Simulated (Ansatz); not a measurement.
**AlSiHS (triplet): wave-function methods side by side at a displaced geometry (v2), cc-pVDZ**

The task here is to estimate one member of a computed series from the others.

Computed with Ansatz 0.2.0, Gaussian basis. Level: cc-pVDZ, core rule «outside noble gas», up to 15 orbitals frozen.

Plan: UHF; CCSD(T) on ROHF; CCSD(T) on UHF; BCCD(T) on ROHF; CISD; CCSDT(Q) on ROHF; CCSDT(Q) on UHF.

19 further runs of the same task are left out: 6 that didn't finish, 13 set aside as unsound or not needed.

### What is computed

The geometry is a PBE0/def2-TZVP stationary point (not a proven minimum) with its atoms shifted at random (size 0.100 Å).

4 atoms, charge 0, spin multiplicity 3.

Atoms are counted from 1 here; the program's logs count them from 0.

Bond lengths: S1–Al2 2.194 Å, S1–H4 1.269 Å, Al2–Si3 2.356 Å. Angles: Al2–S1–H4 91.9°, S1–Al2–Si3 173.4°.

The first run:

Input file in.yaml:

```yaml
crystal:
  periodic: [false, false, false]
  atoms:
    - {symbol: S, position_ang: [0.064563, -0.349493, 1.660341]}
    - {symbol: Al, position_ang: [-0.100293, -0.275342, -0.526194]}
    - {symbol: Si, position_ang: [-0.023690, -0.291504, -2.880750]}
    - {symbol: H, position_ang: [0.059420, 0.916339, 1.746603]}
basis:
  gaussian: {orbitals: cc-pVDZ}
magnetization: {spin_polarized: true, initial_magnetization: 2}
hamiltonian: {xc: hf}
output: {orbitals: {seedname: orbitals}}
```

Launch:

```bash
> ansatz run in.yaml --threads 1 --pin off --events-out ev --progress --plain --max-ram 2393MiB
```

Steps of the session up to this table: UHF; CCSD(T) on ROHF; CCSD(T) on UHF; BCCD(T) on ROHF; CISD; CCSDT(Q) on ROHF; CCSDT(Q) on UHF.

One table of the session follows, with a row left open; its other results are not shown here.

It belongs to the step «Misses and costs». 

```
   method  from UCCSDT(Q) (meV)
     ROHF               +8175.0
      UHF               +8066.5
     RMP2                     ?
     UMP2               +1467.4
     CISD               +1266.5
    RCCSD                +379.4
    UCCSD                +377.2
 RCCSD(T)                 +76.4
 UCCSD(T)                 +77.9
  BCCD(T)                 +76.6
   RCCSDT                 +26.3
   UCCSDT                 +26.1
RCCSDT(Q)                  +1.7
UCCSDT(Q)                     0
```

Estimate the missing values for RMP2.

**Answer.** from UCCSDT(Q) (meV): +1424.9. In the column «from UCCSDT(Q) (meV)» it lies between CISD (+1266.5) and UMP2 (+1467.4).

Caveats from the session: Restricted and unrestricted rows rest on different reference determinants; where their highest levels disagree by more than a few hundredths of an eV, they describe different states and don't form one ladder.
